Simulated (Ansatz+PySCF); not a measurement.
# singlet C3H5(+): levels of theory in one basis

```yaml
atoms:
  - { symbol: C, position_ang: [0.0000, 0.0000, -0.4533] }
  - { symbol: C, position_ang: [0.0000, 1.0946, 0.1942] }
  - { symbol: C, position_ang: [0.0000, -1.0946, 0.1942] }
  - { symbol: H, position_ang: [0.0000, 0.0000, -1.4604] }
  - { symbol: H, position_ang: [0.0000, 1.9866, -0.2788] }
  - { symbol: H, position_ang: [0.0000, 1.1074, 1.2039] }
  - { symbol: H, position_ang: [0.0000, -1.9866, -0.2788] }
  - { symbol: H, position_ang: [0.0000, -1.1074, 1.2039] }
```

Basis set: def2-SVP (spherical functions). Frozen core: 3 orbitals. Charge 1, multiplicity 1.

Computed with Ansatz (development build ahead of 0.2.0); each method stands on the lowest determinant of its kind that the runs found. NEVPT2 correlates all electrons. Active spaces start from the frontier orbitals, and the lowest solution found is given.

```json
{"method": "RHF", "E − E(RHF) (eV)": "0.00", "<S²> of the determinant": "0.00"}
{"method": "RHF-MP2", "E − E(RHF) (eV)": "-9.85", "<S²> of the determinant": "–"}
{"method": "RHF-CCSD", "E − E(RHF) (eV)": "-10.85", "<S²> of the determinant": "–"}
{"method": "RHF-CCSD(T)", "E − E(RHF) (eV)": "-11.22", "<S²> of the determinant": "–"}
{"method": "SC-NEVPT2(2,3)", "E − E(RHF) (eV)": "-10.29", "<S²> of the determinant": "–"}
```

**Question.** What does CASSCF(2,3) give on the same scale?

**Answer.** -0.74 eV.

**Question.** Is a single determinant a sound starting point here?

**Answer.** By this sign, yes. Unrestricted orbitals gain 0.00 eV and <S²> is 0.00 against 0.00 for a pure state. The CASSCF(2,3) natural occupations are 1.92, 0.06, 0.01.
